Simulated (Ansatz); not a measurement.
H5Si2, SMILES `[SiH2][SiH3]` radical, relaxed with UKS PBE-D4/def2-SVP in Ansatz from a rough embedded geometry. The force threshold is 0.03 eV/Å; the program also tests the step.

Total charge 0; spin multiplicity 2.

Start:

```xyz
7

Si   -1.059    0.115   -0.949
Si    0.455   -0.177    0.792
H    -1.109    1.482   -1.391
H    -0.611   -0.704   -2.075
H     0.515   -1.619    1.198
H     1.831    0.281    0.435
H    -0.023    0.623    1.991
```

```json
{"step": "1", "energy (eV)": "-15821.4872", "largest force (eV/Å)": "1.201", "largest move (Å)": "0.000"}
{"step": "2", "energy (eV)": "-15821.5703", "largest force (eV/Å)": "0.271", "largest move (Å)": "0.140"}
{"step": "3", "energy (eV)": "-15821.5857", "largest force (eV/Å)": "0.058", "largest move (Å)": "0.061"}
{"step": "4", "energy (eV)": "-15821.5863", "largest force (eV/Å)": "0.021", "largest move (Å)": "0.010"}
```

End:

```xyz
7

Si   -1.003    0.108   -0.969
Si    0.470   -0.172    0.829
H    -1.170    1.542   -1.407
H    -0.672   -0.757   -2.160
H     0.518   -1.628    1.207
H     1.871    0.279    0.490
H    -0.013    0.628    2.009
```

Hardware: 2 threads of a server CPU on a shared host. Wall time 8 s, peak host memory 0.13 GiB.
